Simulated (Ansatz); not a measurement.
Isolated molecules relaxed with PBE0-D4/def2-TZVP in Ansatz; ΔE leaves out vibrations. CCSD(T)/CBS is the MP2 limit (def2-TZVPP, def2-QZVPP) plus CCSD(T) − MP2 in def2-TZVPP, frozen cores. This one scheme is used for every species. DFT in def2-TZVPP.

`FC1(F)C=CO1` + H₂ → `FC1C=CO1` + H–F  (hydrogenolysis of a C–F bond)

CCSD(T)/CBS gives -61.4 kJ/mol.

Q: Another level gave -56.3 kJ/mol. Which?
A. SCS-MP2/def2-TZVPP
B. B2PLYP/def2-TZVPP
C. ωB97X-V/def2-TZVPP
D. PBE/def2-TZVPP

A: B. B2PLYP -56.3, ωB97X-V -45.8, SCS-MP2/def2-TZVPP -60.4, PBE -50.0 kJ/mol.

Largest T1 diagnostic among the species: 0.014.

From PBE to PBE0 (25 % exact exchange), in def2-TZVPP and without D4, ΔE moves by −4.0 kJ/mol.
